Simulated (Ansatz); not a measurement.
Rock-salt PbSe was calculated with HSE06 (Ansatz, a first-principles code, PAW).

Total energies, extrapolated to zero smearing (they compare only within this program, potentials and cutoff):

```json
[
 {"system": "rock-salt PbSe, relaxed", "energy (eV/atom)": "-8690.8723"},
 {"system": "fcc Pb", "energy (eV/atom)": "-11910.0246"},
 {"system": "trigonal Se", "energy (eV/atom)": "-5470.4902"}
]
```

Work out the enthalpy of formation per atom.

ΔH_f ≈ ΔE = -8690.8723 − [1 × (-11910.0246) + 1 × (-5470.4902)]/2 = -0.615 eV/atom (0 K, no vibrations). The reference value is -0.518 ± 0.01 eV/atom (measured, 298 K, copied from a table, unchecked, not corrected to a static lattice, our sources range from -0.533 to -0.518; as tabulated in Wang et al. (2021), doi:10.1038/s41598-021-94550-5), a difference of -0.097 eV/atom.

Spin–orbit coupling is left out; its size isn't shown.

The PAW data were made under PBE.
